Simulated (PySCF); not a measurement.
System: CF₄, singlet: flattening of a tetrahedron along the D2d path, bond length relaxed. Scanned: the two opposite F-C-F angles (109.47 = tetrahedral, 180 = square planar). Other coordinates (C-F bond length) were minimised at PBE0/def2-TZVP.

Computed with M06-2X/def2-TZVP in PySCF.

Scanned values (°): 90, 95, 100, 105, 109.47, 115, 120, 130, 140, 150, 160, 170, 180.

Question: Describe the profile: where are the wells and the tops?

Answer: Lower than their neighbours: 109.47° (0.0 kJ/mol). Higher than their neighbours: 90° (166.8 kJ/mol, end of the scan), 180° (557.7 kJ/mol, end of the scan). The whole profile spans 557.7 kJ/mol.
